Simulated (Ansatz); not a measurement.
# CCSD(T)/STO-3G run of SiH3O− (SMILES [O-][SiH3])

Aim: the vertical singlet–triplet gap of SiH3O− at CCSD(T)/STO-3G, from 2 runs. 

The calculation is run with Ansatz 0.2.0.

5 further runs of the same task are left out: 5 that didn't finish.

## (1) The molecule

SiH3O− has 5 atoms, charge -1, and is taken as a singlet. SMILES: `[O-][SiH3]`. The shape is that of a GFN2-xTB optimisation.

Bond lengths: O1–Si2 1.535 Å, Si2–H3 1.516 Å, Si2–H4 1.516 Å, Si2–H5 1.516 Å. Angles: O1–Si2–H3 116.1°, O1–Si2–H4 116.1°, O1–Si2–H5 116.1°, H3–Si2–H4 102.1°, H3–Si2–H5 102.1°, H4–Si2–H5 102.1°.

## (2) A single-point energy at CCSD(T)/STO-3G

run.yaml reads:

```yaml
crystal:
  periodic: [false, false, false]
  atoms:
    - {symbol: O, position_ang: [-1.444170, 0.271390, 0.700100]}
    - {symbol: Si, position_ang: [-0.082700, 0.015600, 0.039800]}
    - {symbol: H, position_ang: [-0.104440, -0.247420, -1.452600]}
    - {symbol: H, position_ang: [0.697830, -1.174610, 0.561420]}
    - {symbol: H, position_ang: [0.933480, 1.135040, 0.151280]}
basis:
  gaussian:
    orbitals: STO-3G
correlation:
  method: ccsd_t
  frozen_orbitals: {H: 0, O: 1, Si: 5}
scf:
  omitted_lower_state_checks: [cluster_reference, increment]
total_charge: -1
accuracy: high
```

Command:

```bash
$ ansatz run run.yaml --threads 1 --pin off --max-ram 2610MiB --events-out events.jsonl --progress --plain --runs-dir runs
```

Standard output, cut to the lines that bear on the results:

```text
Warning: RAYON_NUM_THREADS=1 ignored (pool sized by the plan → 1); use --threads N
Functional definition: HF
  name "HF"
[...]
290 factors; integrals over basis functions are off by at most 2.9e-8 eV
[...]
mean field -9821.43093451 eV, -360.9309296381 hartree, gradient 7.4e-8 eV, S^2 0.000000; 0 other end points of the search recorded, 0 dependent functions left out
6 core orbitals not correlated: weight in the atoms' cores, before any rotation towards them, 1.000 or more for the frozen orbitals, at most 0.000 for the correlated occupied ones
reference -9821.43093451 eV, -360.9309296381 hartree; 7, 7 occupied and 4, 4 virtual orbitals, 290 factors
second order -2.19495666 eV of doubles, -0.00000000 eV of singles
cycle   1  -2.43598884 eV  change   -2.4e-1 eV  update   9.8e-2
[...]
cycle  18  -2.73652124 eV  change   -1.1e-9 eV  update   1.3e-9
perturbative correction -0.16149533 eV, -0.0059348438 hartree
Total energy: -9824.32895108 eV, -361.0374297828 hartree
Checks for a lower state left out: cluster_reference, increment
```

It took 0.14 s on 1 thread of Arm Neoverse V1, shared host.

## (3) The triplet

input.yaml reads:

```yaml
crystal:
  periodic: [false, false, false]
  atoms:
    - {symbol: O, position_ang: [-1.444170, 0.271390, 0.700100]}
    - {symbol: Si, position_ang: [-0.082700, 0.015600, 0.039800]}
    - {symbol: H, position_ang: [-0.104440, -0.247420, -1.452600]}
    - {symbol: H, position_ang: [0.697830, -1.174610, 0.561420]}
    - {symbol: H, position_ang: [0.933480, 1.135040, 0.151280]}
basis:
  gaussian:
    orbitals: STO-3G
accuracy: high
scf:
  omitted_lower_state_checks: [cluster_reference, increment]
total_charge: -1
correlation:
  method: ccsd_t
  frozen_orbitals: {H: 0, O: 1, Si: 5}
magnetization:
  spin_polarized: true
  initial_magnetization: 2
```

Command:

```bash
$ ansatz run input.yaml --threads 1 --pin off --max-ram 2610MiB --events-out events.jsonl --progress --plain --runs-dir runs
```

Standard output:

```text
Warning: RAYON_NUM_THREADS=1 ignored (pool sized by the plan → 1); use --threads N
[... 15 lines left out ...]
6 core orbitals not correlated: weight in the atoms' cores, before any rotation towards them, 1.000 or more for the frozen orbitals, at most 0.000 for the correlated occupied ones
[... 49 lines left out ...]
Total energy: -9816.11695545 eV, -360.7356445097 hartree
Checks for a lower state left out: cluster_reference, increment
```

Wall time 0.54 s (1 thread of Arm Neoverse V1, shared host).

## (4) What came out

At CCSD(T)/STO-3G, 6 core orbitals frozen:

```
                                            quantity          value
                               singlet: total energy  -361.03743 Eh
singlet: correlation energy (6 core orbitals frozen)     -106.5 mEh
                             singlet: (T) correction      -5.93 mEh
                              singlet: T1 diagnostic          0.020
                               triplet: total energy  -360.73564 Eh
triplet: correlation energy (6 core orbitals frozen)      -76.3 mEh
                             triplet: (T) correction      -2.35 mEh
          triplet: ⟨S²⟩ of the reference determinant          2.031
                              triplet: T1 diagnostic          0.036
    vertical energy of the triplet above the singlet       8.212 eV
```

What this shows: At this shape the triplet lies 8.21 eV (189 kcal/mol) above the singlet. For an anion a state so high probably lies above electron detachment. In a minimal basis such a difference can be off by several eV, whatever the method. The triples (singlet) make up 5.6 % of the correlation energy. The triples (triplet) make up 3.1 % of the correlation energy.
